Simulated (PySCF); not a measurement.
NO: from constants to spectrum

TPSS constants of NO, ²Π (doublet), unpaired electrons π ↑ (basis N def2-TZVPP, O def2-TZVPP; no relativity; PySCF 2.14; masses 14.0031 and 15.9949 u):

| Quantity | Value |
| --- | --- |
| ωe | 1892.4 cm⁻¹ |
| ωexe | 12.5 cm⁻¹ |
| Be | 1.6868 cm⁻¹ |
| αe | 0.0165 cm⁻¹ |
| De to N + O | 6.78 eV |

**Question.** What force constant and bond length do these constants imply?

**Answer.** Reduced mass μred = 7.4664 u; k = 5.8918×10⁻⁷·μred·ωe² (u, cm⁻¹, mdyn/Å) = 15.8 mdyn/Å; Re = √(16.8576/(μred·Be)) (u, cm⁻¹, Å) = 1.157 Å.

**Question.** Estimate the centrifugal constant D from the Kratzer relation and find the Dunham coefficient a1.

**Answer.** D = 4Be³/ωe² = 5.36e-06 cm⁻¹; a1 = −1 − αeωe/(6Be²) = -2.83.

The state was picked by a PBE0 search and need not be the measured ground state.
